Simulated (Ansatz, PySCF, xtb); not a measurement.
Bonds broken one at a time in the series Sn Cl-H. Isolated molecules, 0 K electronic values unless said otherwise. Strings in code marks are SMILES.

Quantity: homolytic bond dissociation enthalpy at 298 K (no spin–orbit term), in kcal/mol. Thermal and zero-point terms are GFN2-xTB rigid-rotor harmonic values (xtb).

Level 1: frozen-core CCSD(T)/def2-TZVPP // B3LYP-D3(BJ)/def2-TZVP (Ansatz, a program for electronic structure)
Level 2: PBE-D3(BJ)/def2-TZVP // B3LYP-D3(BJ)/def2-TZVP (PySCF)
Level 3: B3LYP/6-31G* (LANL2DZ on Sn) // B3LYP-D3(BJ)/def2-TZVP (PySCF)
Level 4: frozen-core MP2/6-31G* (LANL2DZ on Sn) // B3LYP-D3(BJ)/def2-TZVP (PySCF)

| species | level 1 | level 2 | level 3 | level 4 |
|---|---|---|---|---|
| Cl–Sn bond of `[Cl][SnH2][Cl]`, giving `[Cl]` and `[Cl][SnH2]` | 87.5 | 89.2 | 81.2 | 79.8 |
| Cl–Sn bond of `[Cl][Sn]([Cl])([Cl])[Cl]`, giving `[Cl]` and `[Cl][Sn]([Cl])[Cl]` | 82.4 | 80.4 | 73.3 | 74.7 |
| Cl–Sn bond of `[Cl][SnH3]`, giving `[Cl]` and `[SnH3]` | 88.4 | 91.8 | 83.6 | 81.2 |
